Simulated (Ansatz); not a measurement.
**C₂H₃ClO: taking an electron away**

An exercise on one series of results from a longer session: the logs are not shown, and one member is left open.

Method: unrestricted cation, the program's frozen cores in correlated methods; program: Ansatz 0.2.0, Gaussian basis.

Plan: UKS PBE-D4/def2-TZVPP; UKS r2SCAN-D4/def2-TZVPP; UKS PBE0-D4/def2-TZVPP; UKS B3LYP-D4/def2-TZVPP; UKS wB97X-V/def2-TZVPP; UKS wB97M-V/def2-TZVPP; UKS B2PLYP/def2-TZVPP; UHF-CCSD(T)/def2-TZVPP; UHF-MP2/def2-QZVPP; extrapolation to the limit; then −ε(HOMO) from the neutral's earlier runs with LDA (SPW92), PBE-D4, revPBE-D4, BLYP-D4, r2SCAN-D4, B97M-V, PBE0-D4, B3LYP-D4, r2SCANh-D4, r2SCAN0-D4, HSE06-D4, BHLYP-D4, CAM-B3LYP-D4, LC-ωPBE, ωB97X-V, ωB97M-V.

### Structure used throughout

All runs share one geometry, relaxed beforehand with PBE0-D4 in a triple-zeta def2 set.

7 atoms, charge 0, spin multiplicity 1.

Atoms are counted from 1 here; the program's logs count them from 0.

Bond lengths: O1–C2 1.339 Å, O1–H5 0.967 Å, C2–C3 1.329 Å, C2–H6 1.083 Å, C3–Cl4 1.727 Å, C3–H7 1.078 Å. Angles: C2–O1–H5 108.3°, O1–C2–C3 126.4°, O1–C2–H6 113.1°, C3–C2–H6 120.5°, C2–C3–Cl4 120.6°, C2–C3–H7 123.5°, Cl4–C3–H7 115.9°.

The first run:

in.yaml

```yaml
crystal:
  periodic: [false, false, false]
  atoms:
    - {symbol: O, position_ang: [-0.850269, 1.242707, 0.098950]}
    - {symbol: C, position_ang: [0.273680, 0.535612, 0.272418]}
    - {symbol: C, position_ang: [0.469796, -0.730435, -0.079372]}
    - {symbol: Cl, position_ang: [-0.788395, -1.635128, -0.840625]}
    - {symbol: H, position_ang: [-1.503760, 0.672602, -0.329976]}
    - {symbol: H, position_ang: [1.063524, 1.102767, 0.750063]}
    - {symbol: H, position_ang: [1.396823, -1.256225, 0.082841]}
basis:
  gaussian: {orbitals: def2-TZVPP}
total_charge: 1
magnetization: {spin_polarized: true, initial_magnetization: 1}
hamiltonian: {xc: pbe, dispersion: d4}
```

Launch:

```
ansatz run in.yaml --threads 2 --pin off --events-out ev --progress --plain --max-ram 4352MiB
```

Among the steps run: Cation, UKS PBE-D4/def2-TZVPP; Cation, UKS r2SCAN-D4/def2-TZVPP; Cation, UKS PBE0-D4/def2-TZVPP; Cation, UKS B3LYP-D4/def2-TZVPP; Cation, UKS wB97X-V/def2-TZVPP; Cation, UKS wB97M-V/def2-TZVPP; Cation, UKS B2PLYP (frozen core)/def2-TZVPP; Cation, UHF-CCSD(T)/def2-TZVPP; Cation, UHF-MP2/def2-QZVPP.

One table of the session follows, with a row left open; its other results are not shown here.

Orbital estimates, from the neutral's runs:

```
  functional  −ε(HOMO) (eV)
 LDA (SPW92)           5.77
      PBE-D4           5.58
   revPBE-D4           5.51
     BLYP-D4           5.45
   r2SCAN-D4           5.81
      B97M-V           5.85
     PBE0-D4           6.80
    B3LYP-D4           6.59
  r2SCANh-D4           6.27
  r2SCAN0-D4           6.96
    HSE06-D4           6.40
    BHLYP-D4           7.90
CAM-B3LYP-D4           8.15
     LC-ωPBE           9.49
     ωB97X-V              ?
     ωB97M-V           9.00
```

Q: Estimate the row for ωB97X-V from the others.

The run gave: −ε(HOMO) (eV): 9.11. In the column «−ε(HOMO) (eV)» it lies between ωB97M-V (9.00) and LC-ωPBE (9.49).
